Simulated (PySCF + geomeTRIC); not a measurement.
Species: HS, SMILES `[SH]` (charge 0, multiplicity 2).

Q: Give a relaxed geometry from TPSS-D3(BJ)/def2-SVP run with PySCF + geomeTRIC.

A: the end point of this relaxation (outside a Z-matrix the atoms follow the SMILES, hydrogens last).
Cartesian coordinates (Å) in one orientation:
```xyz
2

S      0.680     0.000     0.000
H     -0.680     0.000     0.000
```
